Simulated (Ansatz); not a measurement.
# CsTi3: from a trial structure to a relaxed crystal

All numbers below come from Ansatz, DFT r2SCAN, scalar-relativistic, plane waves, PAW. Cutoff 500 eV, Γ-centred k mesh, Gaussian smearing, no spin polarisation in the final step.

The start puts CsTi3 on the Ni3Sn (D0_19) structure type (P6_3/mmc, No. 194), with Cs in place of Sn, Ti in place of Ni, at a guessed volume.

```
Cs Ti
1.0
     6.38156    0.00000    0.00000
    -3.19078    5.52659    0.00000
     0.00000    0.00000    5.12219
Cs Ti
2 6
Direct
  0.33333 0.66667 0.25000
  0.66667 0.33333 0.75000
  0.83300 0.66600 0.25000
  0.16700 0.83300 0.75000
  0.33400 0.16700 0.25000
  0.16700 0.33400 0.75000
  0.83300 0.16700 0.25000
  0.66600 0.83300 0.75000
```

Steps on the 3×3×4 mesh (8 atoms). 12 of 17 steps are shown, and the free energy counts from the last. Trial steps that were taken back and renewals of the plane-wave basis can be among the rows.

| step | ΔF (meV/atom) | V (Å³/atom) | P (GPa) | largest force component (eV/Å) |
| --- | --- | --- | --- | --- |
| 1 | 408.3 | 22.58 | -2.98 | 0.964 |
| 2 | 297.3 | 20.85 | 2.58 | 0.112 |
| 4 | 230.8 | 23.85 | 1.67 | 0.201 |
| 5 | 177.2 | 26.15 | 2.99 | 0.045 |
| 7 | 87.2 | 30.93 | 0.65 | 0.408 |
| 8 | 102.1 | 33.00 | 4.44 | 1.718 |
| 10 | 48.8 | 33.11 | 0.95 | 0.013 |
| 11 | 36.4 | 34.94 | 0.13 | 0.014 |
| 13 | 4.8 | 37.48 | 0.39 | 0.040 |
| 14 | 1.7 | 40.15 | -0.12 | 0.049 |
| 16 | 1.1 | 39.62 | -0.01 | 0.002 |
| 17 | 0.0 | 39.62 | -0.01 | 0.004 |

A final relaxation ran on a 6×6×8 mesh. The relaxed crystal, P6_3/mmc (No. 194):

```
Cs Ti
1.0
     8.71421    0.00000    0.00000
    -4.35710    7.54673    0.00000
     0.00000    0.00000    4.81407
Cs Ti
2 6
Direct
  0.33333 0.66667 0.25000
  0.66667 0.33333 0.75000
  0.90213 0.80427 0.25000
  0.09787 0.90213 0.75000
  0.19573 0.09787 0.25000
  0.09787 0.19573 0.75000
  0.90213 0.09787 0.25000
  0.80427 0.90213 0.75000
```

* Volume per atom: 39.57 Å³
* Density: 2.90 g/cm³
* Energy over the elements: 1.04 eV/atom
* Gap on the 6×6×8 mesh: 0 eV (a metal)

Formation energies are uncorrected and refer to the elements' standard structures at the same level.

The final run used a 6×6×8 mesh on its 8-atom cell and 0.10 eV smearing. The k mesh leaves about 4 meV/atom of noise in metals.

A structure relaxed within its symmetry needn't be a true minimum.

Cost: 3 runs of about 14 core-minutes in all, on Arm Neoverse V1 (shared hosts).